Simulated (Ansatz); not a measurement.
# CHClO: the cost of one run

Program: Ansatz 0.2.0. Level of theory: the levels named in each step. These are calculated values, not measurements.

## (1) The system as given

Bond lengths: C2–O3 1.126 Å, Cl1–H4 1.310 Å.

Coordinates:

```xyz
4

Cl   -0.6088    1.3409   -0.2909
C     0.4591   -1.5051   -0.1348
O     1.0213   -1.8477    0.7792
H    -0.2685    0.0981   -0.5281
```

## (2) A rough first relaxation, PBE-D4/def2-SVP

This run stands in another session on the same molecule. It ended at:

```xyz
4

Cl   -0.8580    1.5465   -0.6793
C     0.6335   -1.4515    0.2590
O     1.1289   -2.4240    0.5855
H    -0.3013    0.4153   -0.3399
```

## (3) Relaxation, HF/STO-3G

Input file input.yaml:

```yaml
crystal:
  periodic: [false, false, false]
  atoms:
    - { symbol: Cl, position_ang: [-0.85796861, 1.54652773, -0.67928362] }
    - { symbol: C, position_ang: [0.633504, -1.45154734, 0.25903651] }
    - { symbol: O, position_ang: [1.12888061, -2.42396292, 0.58547136] }
    - { symbol: H, position_ang: [-0.30128599, 0.41527253, -0.33993425] }
basis:
  gaussian: { orbitals: STO-3G }
hamiltonian:
  xc: hf
relax:
  f_tol: 0.002
  max_steps: 150
```

Command:

```sh
> ansatz run input.yaml --threads 2 --pin off --max-ram 5120MiB --backend cpu --events-out ev --progress --plain --runs-dir out
```

**Question.** How long does this run take on 2 threads of Oxide Virtual Turin-like (Zen 5), shared host, and how much memory does it need?

About 1.3 s, with a peak of 0.12 GiB.
